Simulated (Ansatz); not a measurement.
`[NH2][AlH][OH]` + HCl → `[NH2][AlH][Cl]` + H₂O at 500 K and 1 bar (ligand exchange at the Al–O bond).

Computed with Ansatz on PBE0-D4/def2-TZVP structures; ΔE is electronic, products minus reactants. CCSD(T)/CBS adds triple-zeta CCSD(T) − MP2 to the extrapolated MP2 energy (def2 sets, frozen cores). This one scheme is used for every species. Each species was taken in one conformer, which may not be the lowest.

| species | CCSD(T)/CBS energy (Eh) | H − E (kJ/mol) | S (J/(mol·K)) |
| --- | --- | --- | --- |
| `[NH2][AlH][OH]` | -374.39395 | 156.1 | 338.8 |
| HCl | -460.38127 | 32.5 | 201.9 |
| `[NH2][AlH][Cl]` | -758.40905 | 121.8 | 336.7 |
| H₂O | -76.37941 | 73.2 | 206.3 |

H − E and S are ideal-gas, rigid-rotor, harmonic terms from PBE0-D4/def2-TZVP, for one conformer and one mirror image of each species. 1 Eh = 2625.50 kJ/mol, R = 8.31446 J/(mol·K).

Q: By hand: ΔE, ΔH, ΔS and ΔG.

A: ΔE = (-758.40905) + (-76.37941) − (-374.39395) − (-460.38127) = -0.01324 Eh = -34.8 kJ/mol. Δ(H − E) = 121.8 + 73.2 − 156.1 − 32.5 = 6.4, so ΔH = -28.4 kJ/mol. ΔS = 336.7 + 206.3 − 338.8 − 201.9 = 2.3 J/(mol·K). ΔG = -28.4 − 500 × (2.3)/1000 = -29.5 kJ/mol.

Q: By hand: the equilibrium constant, and the temperature at which ΔG would vanish if ΔH and ΔS stayed fixed.

A: log₁₀ K = −ΔG/(RT ln 10) = 3.1. ΔH and −TΔS have one sign here, so there is no such temperature. One of them is within its doubt of zero, so this could turn.

The number of gas molecules stays the same, so ΔS is small and ΔH decides. A doubt of 5 kJ/mol in ΔE shifts log₁₀ K by 0.5 here. Other conformers and mirror images would add mixing entropy, several J/(mol·K) or more a flexible species. These are equilibria of isolated gas molecules and say nothing of rates. Largest T1 diagnostic: 0.011 (customary marks: 0.02 for closed shells, 0.045 for open ones).
